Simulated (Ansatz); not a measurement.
Geometry optimisation, Ansatz 0.2.0, UKS r2SCAN-D4/def2-SVP.

Input:

```yaml
crystal:
  periodic: [false, false, false]
  atoms:
    - { symbol: C, position_ang: [-0.9593, 1.1799, -1.3118] }
    - { symbol: C, position_ang: [-0.3024, 0.3492, -0.3885] }
    - { symbol: C, position_ang: [0.2506, -0.3629, 0.3669] }
    - { symbol: C, position_ang: [1.0666, -1.2265, 1.3131] }
    - { symbol: H, position_ang: [-1.555, 0.629, -2.0822] }
    - { symbol: H, position_ang: [-1.725, 1.8765, -0.797] }
    - { symbol: H, position_ang: [-0.2802, 1.8761, -1.8534] }
    - { symbol: H, position_ang: [2.1073, -1.2086, 1.1135] }
    - { symbol: H, position_ang: [0.8363, -0.8953, 2.3913] }
    - { symbol: H, position_ang: [0.6442, -2.2685, 1.251] }
magnetization:
  spin_polarized: true
basis:
  gaussian: { orbitals: def2-SVP }
hamiltonian:
  xc: r2scan
  dispersion: d4
relax:
  f_tol: 0.02
  max_steps: 50
```

Launched with:

```bash
$ ansatz run input.yaml --threads 2 --pin off --max-ram 3072MiB --backend cpu --events-out ev --progress --plain --runs-dir out
```

Problem. Where does it end, and by what steps?

Solution. The run converged. After 3 steps the energy has fallen by 0.371 eV; C4 moved furthest, 0.06 Å.

```tsv
step	energy less start (eV)	largest force component (eV/Å)	accepted
0	0.0000	4.047	yes
1	-0.3312	1.315	yes
2	-0.3676	0.173	yes
3	-0.3706	0.007	yes
```

```xyz
10
Properties=species:S:1:pos:R:3
C -0.994 1.218 -1.325
C -0.290 0.355 -0.389
C 0.300 -0.367 0.393
C 1.010 -1.228 1.326
H -1.561 0.630 -2.065
H -1.709 1.876 -0.806
H -0.293 1.863 -1.881
H 2.097 -1.208 1.142
H 0.845 -0.914 2.369
H 0.679 -2.276 1.239
```

Whether the end is a true minimum wasn't checked by a vibrational analysis.

Run time: 16 s on 2 threads of Arm Neoverse V1 (shared host), peak memory 0.18 GiB.
